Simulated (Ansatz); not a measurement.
# CH3OSi−: functionals against CCSD(T) at one geometry

An exercise on one series of results from a longer session: the logs are not shown, and one member is left open.

Program: Ansatz 0.2.0, Gaussian basis. Level of theory: single points in def2-TZVPPD. These are calculated values, not measurements.

Cores are frozen in the correlated methods.

## The starting structure

6 atoms, charge -1, spin multiplicity 1.

Atoms are counted from 1 here; the program's logs count them from 0.

Bond lengths: O1–H4 0.874 Å, C2–Si3 1.724 Å, Si3–H5 1.638 Å, Si3–H6 1.565 Å. Angles: C2–Si3–H5 136.6°, C2–Si3–H6 113.2°, H5–Si3–H6 108.2°.

As a file:

```csv
atom,x (Å),y (Å),z (Å)
O1,-0.3811,-1.5432,-0.9726
C2,-0.1675,-0.7140,0.4009
Si3,0.1996,0.9642,0.2606
H4,-0.6368,-2.2985,-0.6149
H5,0.6708,1.9844,-0.9305
H6,0.5010,1.6460,1.6370
```

Set-up of the first run:

File run/in.yaml:

```yaml
crystal:
  periodic: [false, false, false]
  atoms:
    - {symbol: O, position_ang: [-0.381100, -1.543200, -0.972600]}
    - {symbol: C, position_ang: [-0.167500, -0.714000, 0.400900]}
    - {symbol: Si, position_ang: [0.199600, 0.964200, 0.260600]}
    - {symbol: H, position_ang: [-0.636800, -2.298500, -0.614900]}
    - {symbol: H, position_ang: [0.670800, 1.984400, -0.930500]}
    - {symbol: H, position_ang: [0.501000, 1.646000, 1.637000]}
basis:
  gaussian: {orbitals: "def2-TZVPPD.json"}
total_charge: -1
correlation: {method: ccsd_t}
output: {forces: true}
```

The basis file named in the input lies beside it (Basis Set Exchange, JSON).

No record of the launch command was kept for these runs.

Among the steps run: CCSD(T)/def2-TZVPPD; PBE0-D4/def2-TZVPPD; wB97M-V/def2-TZVPPD; r2SCAN-D4/def2-TZVPPD; PBE-D4/def2-TZVPPD; LC-wPBE/def2-TZVPPD; revPBE-D4/def2-TZVPPD.

One table of the session follows, with a row left open; its other results are not shown here.

```
   method  RMS force component (eV/Å)  angle to CCSD(T) forces (°)
  CCSD(T)                       2.411                    reference
  PBE0-D4                       2.395                          5.1
  wB97M-V                       2.371                          5.9
r2SCAN-D4                       2.377                          2.8
   PBE-D4                       2.489                          4.1
  LC-wPBE                       2.426                          9.3
revPBE-D4                           ?                            ?
```

Estimate the missing values for revPBE-D4.

**Answer.** RMS force component (eV/Å): 2.480; angle to CCSD(T) forces (°): 4.4. In the column «RMS force component (eV/Å)» it lies between LC-wPBE (2.426) and PBE-D4 (2.489).
